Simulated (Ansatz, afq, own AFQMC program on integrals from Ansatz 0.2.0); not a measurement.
**Where AFQMC and coupled cluster stand for BGeH₃, singlet**

```xyz
5

Ge   -0.0288    0.0000    0.2536
B     0.1335    0.0000   -1.6270
H     0.4143    1.2770    0.9714
H     0.4143   -1.2770    0.9714
H    -0.1832    0.0000   -2.7670
```

Connectivity, by distances: GeH2–BH.

Basis cc-pVTZ. Noble-gas cores (and the filled d shells of Ga–Kr and In–Xe) are frozen. AFQMC by an in-house program on the Cholesky factors that Ansatz 0.2.0 writes for its CCSD(T) run. The CISD trial takes its coefficients from CCSD amplitudes. Released means that phaseless walkers are propagated on without the constraint, phases kept. ± is one standard error of the sampling. No spin–orbit coupling.

Determinant: RHF, the one that the program's search chose, which needn't be the lowest solution. The geometry is a PBE0/def2-TZVP stationary point of this or a neighbouring charge and spin state.

No full CI on the walks' own integrals is used here; CCSDT(Q) serves as the reference and is uncertain by about the last step of the cluster series.

Cautions: no relativity below Rb; no spin-orbit coupling; inner d shell frozen; restricted determinant unstable towards unrestricted (UHF 201 meV lower, ⟨S²⟩ 0.51).

- T1 diagnostic: 0.0197
- weight of the determinant in the CISD state: 0.851
- size of the correlated space: 10 electrons in 100 orbitals

```json
{"level": "MP2", "correlation energy (eV)": "-5.6373"}
{"level": "CCSD", "correlation energy (eV)": "-6.5992"}
{"level": "CCSD(T)", "correlation energy (eV)": "-6.8977"}
```

Q: Estimate where phaseless AFQMC with the Hartree–Fock trial lies against CCSD(T) on the same integrals.

A: 0.59 ± 0.59 kcal/mol below CCSD(T). The gap is under twice the noise, so this walk alone can't tell the two apart.

Reference: CCSDT(Q), correlation energy -6.953 eV. The released energy is read at 2.40 1/Eh (meV from the phaseless value at times in 1/Eh: -6 ± 4 at 0.24, -13 ± 3 at 0.51, -26 ± 4 at 0.99, -22 ± 5 at 1.62, -31 ± 5 at 2.40).

```
         level  E − E(reference) (kcal/mol)  share of correlation (%)
       CCSD(T)                         1.28                     99.20
         CCSDT                         0.45                     99.72
   ph-AFQMC/HF                  0.69 ± 0.59                     99.57
 ph-AFQMC/CISD                  0.78 ± 0.11                     99.52
released AFQMC                  0.07 ± 0.13                     99.96
```

A walk keeps the symmetry of its determinant, which the program's search chose and which needn't be the lowest solution, so a lower state of the same spin and another symmetry isn't excluded. Released energies are given only where the last usable release times agree within the noise; a slower fall can still hide under it.
